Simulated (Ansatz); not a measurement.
Molecular dynamics, step by step

C2O (SMILES C1#CO1), closed shell, PBE0-D4/STO-3G (Ansatz 0.2.0). Settings (timestep in fs, temperature in K, friction in 1/fs; T counts 9 degrees of freedom, while the starting velocities carry no drift of the centre of mass, so T starts below the set value):

```yaml
hamiltonian: {xc: pbe0, dispersion: d4}
md: {n_steps: 40, timestep: 0.5, temperature: 100, ensemble: nvt_langevin, seed: 140, friction: 0.01, initial_velocities: maxwell_boltzmann}
```

Start (the SMILES describes the start alone):

C1  (0.677, -0.301, 0.341)
C2  (-0.226, 0.783, -0.039)
O3  (-0.451, -0.481, -0.302)
(Å)

```csv
step,time (fs),potential energy less the start (meV),kinetic energy (meV),T (K)
0,0.00,0.0,25.9,67
2,1.00,-108.0,132.5,342
4,2.00,-319.7,338.1,872
6,3.00,-539.6,549.1,1416
8,4.00,-687.9,700.2,1806
10,5.00,-725.4,741.9,1913
12,6.00,-657.5,630.4,1626
14,7.00,-520.1,497.6,1283
16,8.00,-352.3,334.2,862
18,9.00,-197.1,164.8,425
20,10.00,-89.1,49.8,129
22,11.00,-44.1,11.5,30
24,12.00,-65.7,29.9,77
26,13.00,-150.6,112.5,290
28,14.00,-287.5,254.4,656
30,15.00,-450.4,404.9,1044
32,16.00,-601.4,546.6,1410
34,17.00,-701.9,638.3,1646
36,18.00,-719.6,628.0,1619
38,19.00,-642.5,521.4,1345
40,20.00,-492.2,342.2,882
```

Step 14, positions (Å) and forces (eV/Å):

```
atom       x       y       z      Fx      Fy      Fz
  C1   0.771  -0.362   0.390  -2.944   1.351  -1.485
  C2  -0.246   0.893  -0.039   0.940  -3.369   0.160
  O3  -0.500  -0.521  -0.331   2.004   2.018   1.325
```

Step 34, positions (Å) and forces (eV/Å):

| atom | x | y | z | Fx | Fy | Fz |
| --- | --- | --- | --- | --- | --- | --- |
| C1 | 0.739 | -0.372 | 0.391 | -1.105 | 0.861 | -0.547 |
| C2 | -0.220 | 0.867 | -0.032 | 0.643 | -1.187 | 0.247 |
| O3 | -0.488 | -0.497 | -0.328 | 0.462 | 0.326 | 0.300 |

Step 36, positions (Å) and forces (eV/Å):

```
atom       x       y       z      Fx      Fy      Fz
  C1   0.721  -0.365   0.384   0.396   0.338   0.263
  C2  -0.213   0.850  -0.032   0.375   0.540   0.272
  O3  -0.480  -0.488  -0.323  -0.771  -0.879  -0.535
```

Last step (40):

C1  (0.689, -0.351, 0.372)
C2  (-0.200, 0.819, -0.032)
O3  (-0.465, -0.473, -0.312)
(Å)

Hardware: 2 CPU threads of an Intel Xeon, shared host. Wall time about 19 s.
